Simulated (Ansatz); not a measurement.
# N2 (singlet): the correlation ladder, 6-31G

An exercise on one series of results from a longer session: the logs are not shown, and one member is left open.

Computed with Ansatz 0.2.0, Gaussian basis. Level: 6-31G, core rule «outside noble gas», up to 2 orbitals frozen.

The runs, in order: UHF; CCSD(T) on RHF; BCCD(T) on RHF; CISD; CCSDT(Q) on RHF; CISDTQ; CCSDTQ on RHF; CASSCF and MRCISD+Q, 10 electrons in 8 orbitals; CASSCF and NEVPT4(SD), 10 electrons in 8 orbitals; CASSCF and NEVPT2, 10 electrons in 8 orbitals; Full CI.

14 further runs of the same task are left out: 7 that didn't finish, 7 set aside as unsound or not needed.

### The system

The geometry is a PBE0/def2-TZVP stationary point (not a proven minimum).

2 atoms, charge 0, spin multiplicity 1.

Atoms are counted from 1 here; the program's logs count them from 0.

Bond lengths: N1–N2 1.089 Å.

Geometry (Å):

```mol
N2
  3D, bonds by distance, orders not assigned

  2  1  0  0  0  0  0  0  0  0999 V2000
    0.0000    0.0000    0.0000 N   0  0
    0.0000    0.0000    1.0895 N   0  0
  1  2  8  0
M  END
```

The first run:

Contents of in.yaml:

```yaml
crystal:
  periodic: [false, false, false]
  atoms:
    - {symbol: N, position_ang: [0.000000, 0.000000, 0.000000]}
    - {symbol: N, position_ang: [0.000000, 0.000000, 1.089486]}
basis:
  gaussian: {orbitals: 6-31G}
magnetization: {spin_polarized: true, initial_magnetization: 0}
hamiltonian: {xc: hf}
output: {orbitals: {seedname: orbitals}}
```

Command:

```
$ ansatz run in.yaml --threads 1 --pin off --events-out ev --progress --plain --max-ram 2176MiB
```

Among the steps run: UHF; CCSD(T) on RHF; BCCD(T) on RHF; CISD; CCSDT(Q) on RHF; CISDTQ; CCSDTQ on RHF; CASSCF and MRCISD+Q, 10 electrons in 8 orbitals; CASSCF and NEVPT4(SD), 10 electrons in 8 orbitals; CASSCF and NEVPT2, 10 electrons in 8 orbitals; Full CI.

One table of the session follows, with a row left open; its other results are not shown here.

| method | from FCI (meV) |
| --- | --- |
| RHF | +6342.7 |
| RMP2 | -20.1 |
| CISD | +662.0 |
| RCCSD | +248.7 |
| RCCSD(T) | +48.6 |
| BCCD(T) | +48.5 |
| RCCSDT | +49.6 |
| CISDTQ | +39.6 |
| RCCSDT(Q) | -1.9 |
| RCCSDTQ | +5.3 |
| CASSCF valence | +2022.4 |
| NEVPT2 valence | +486.0 |
| NEVPT4(SD) valence | +52.9 |
| MRCISD valence | +62.5 |
| MRCISD+Q valence | ? |
| FCI | 0 |

**Question.** Estimate the row for MRCISD+Q valence.

**Answer.** from FCI (meV): +10.3. In the column «from FCI (meV)» it lies between RCCSDTQ (+5.3) and CISDTQ (+39.6).

With the free atoms at the same levels and basis (separate runs), the atomisation energy is 7.159 eV at FCI, 7.109 eV at RCCSD(T), 2.666 eV at RHF.

Caveats from the session: RMP2 falls below full CI, which methods that aren't variational can do.
